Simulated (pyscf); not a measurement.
Optimised with ωB97X-D3(BJ)/def2-SVP in PySCF.

H₃C–SiH•–SiH₃ (SMILES C[SiH][SiH3]) + H₂ (SMILES [H][H]) → H₃C–SiH₂–SiH₃ (SMILES C[SiH2][SiH3]) + H• (SMILES [H])
Surface: doublet. Broken: H–H. Formed: H–Si. Give ΔE‡ and ΔE from ωB97M-D3(BJ)/def2-TZVP, relative to the separated reactants.

ΔE‡ = 17.7 kcal/mol, ΔE = +13.8 kcal/mol. Zero-point energy shifts the barrier by -1.1 kcal/mol. It is a hydrogen abstraction, with an imaginary mode of 847i cm⁻¹. One saddle was located; it need not be the lowest between these sides. The angle at the transferred H is 174°.
